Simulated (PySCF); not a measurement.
Species: triphosphine, P3H5.
Bonds: P1–P2, P2–P3. Hydrogens: H4, H5 on P1; H6 on P2; H7, H8 on P3.

The same species was optimised twice, with GFN2-xTB and with PBE0-D3(BJ)/def2-SVP (PySCF), and the same property calculations (PySCF, gas phase) were run on both structures.

```tsv
coordinate	GFN2-xTB	PBE0-D3(BJ)/def2-SVP	change
P1–P2 (Å)	2.169	2.247	+0.078
P2–P3 (Å)	2.169	2.246	+0.077
P3–H8 (Å)	1.392	1.431	+0.039
P1–H5 (Å)	1.393	1.431	+0.038
P1–H4 (Å)	1.396	1.431	+0.035
P3–H7 (Å)	1.396	1.431	+0.035
P2–H6 (Å)	1.399	1.432	+0.033
P1–P2–P3 (°)	97.1	95.0	-2.1
P3–P2–H6 (°)	93.6	92.5	-1.1
P1–P2–H6 (°)	93.6	92.6	-1.0
P2–P1–H5 (°)	92.9	93.3	+0.4
P2–P3–H8 (°)	92.9	93.3	+0.4
P2–P1–H4 (°)	93.4	93.2	-0.2
P2–P3–H7 (°)	93.4	93.2	-0.2
H7–P3–H8 (°)	92.1	92.1	0.0
```

Rotational constants: A = 9946, B = 2684, C = 2217 MHz (GFN2-xTB) against A = 9006, B = 2577, C = 2102 MHz (PBE0-D3(BJ)/def2-SVP). Point groups within 0.08 Å: Cs and Cs.

On the GFN2-xTB structure: HOMO (eV) -6.51 [PBE0/pcSseg-1]; LUMO (eV) -0.16 [PBE0/pcSseg-1]; dipole (D) 0.91 [PBE0/pcSseg-1]; GIAO shielding of P1/P3 (mean) (ppm) 540.3 [PBE0/pcSseg-1]; GIAO shielding of P2 (ppm) 504.3 [PBE0/pcSseg-1].

Q: What do these properties become on the PBE0-D3(BJ)/def2-SVP structure?

A: 
```json
{"property": "HOMO (eV)", "level": "PBE0/pcSseg-1", "on GFN2-xTB": "-6.51", "on PBE0-D3(BJ)/def2-SVP": "-6.68", "change": "-0.17"}
{"property": "LUMO (eV)", "level": "PBE0/pcSseg-1", "on GFN2-xTB": "-0.16", "on PBE0-D3(BJ)/def2-SVP": "-0.42", "change": "-0.26"}
{"property": "dipole (D)", "level": "PBE0/pcSseg-1", "on GFN2-xTB": "0.91", "on PBE0-D3(BJ)/def2-SVP": "0.87", "change": "-0.04"}
{"property": "energy, GFN2-xTB geometry as zero (kcal/mol)", "level": "PBE0/pcSseg-1", "on GFN2-xTB": "0.0", "on PBE0-D3(BJ)/def2-SVP": "-3.3", "change": "-3.3"}
{"property": "GIAO shielding of P1/P3 (mean) (ppm)", "level": "PBE0/pcSseg-1", "on GFN2-xTB": "540.3", "on PBE0-D3(BJ)/def2-SVP": "514.5", "change": "-25.8"}
{"property": "GIAO shielding of P2 (ppm)", "level": "PBE0/pcSseg-1", "on GFN2-xTB": "504.3", "on PBE0-D3(BJ)/def2-SVP": "469.3", "change": "-35.0"}
```

The heavy atoms differ by 0.046 Å rms after alignment. Among all bonds P1–P2 and P2–P3 change most and about equally (+0.077 to +0.078 Å). Changes are differences of the printed values. Neither structure is proved a minimum here.

Conformer computed: `[PH2:1][PH:2][PH2:3]`: H–P1–P2–P3 87°, H–P1–P2–P3 180°, H–P3–P2–P1 -88°, H–P3–P2–P1 180°.
